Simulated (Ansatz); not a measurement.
SiOH₄⁺, that is Si(OH)H3 with one electron fewer. Total charge 1; doublet. Geometry r2SCAN-D4/def2-TZVP, that of the neutral singlet; atoms count from 1.

```xyz
6

Si    0.2912    0.1875   -0.1906
O    -0.5196   -0.9752    0.6530
H    -1.4363   -0.8023    0.8806
H     0.3607    1.4688    0.5626
H    -0.3510    0.4654   -1.5037
H     1.6551   -0.3443   -0.4019
```

Question: Estimate the Mulliken populations from the PBE0/def2-TZVP orbitals of Ansatz.

Answer: 
```json
{"atom": "Si1", "charge (e)": "0.33", "spin (α − β)": "0.03"}
{"atom": "O2", "charge (e)": "-0.21", "spin (α − β)": "0.51"}
{"atom": "H3", "charge (e)": "0.40", "spin (α − β)": "-0.01"}
{"atom": "H4", "charge (e)": "0.19", "spin (α − β)": "0.24"}
{"atom": "H5", "charge (e)": "0.19", "spin (α − β)": "0.23"}
{"atom": "H6", "charge (e)": "0.10", "spin (α − β)": "-0.01"}
```
Mulliken values depend strongly on the basis.

Question: Where does the spin sit?

Answer: Summed by element: Si 0.03, O 0.51, H 0.45, of 1 unpaired in all. Largest on single atoms: O2 0.51, H4 0.24, H5 0.23.

Question: And the Mayer bond orders between heavy atoms (over 0.3)?

Answer: Si1–O2 1.28 (1.65 Å).
